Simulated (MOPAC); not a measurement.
MOPAC input (AM1):

```
AM1 FORCE THERMO(298,298) PRECISE LET GEO-OK AUX(PRECISION=9) THREADS=1
CH4S

C    -0.04080580 1    1.12195197 1    0.00748362 1
S    -0.04736876 1   -0.63230542 1   -0.00458502 1
H     1.25400682 1   -0.85726400 1    0.00056642 1
H    -1.11176440 1    1.43188800 1    0.00411470 1
H     0.45065487 1    1.53176219 1    0.91714140 1
H     0.45995641 1    1.54418272 1   -0.89129639 1
```

Task: Which zero-point energy does it print?

Result: 27.43 kcal/mol, from the harmonic wavenumbers of AM1.
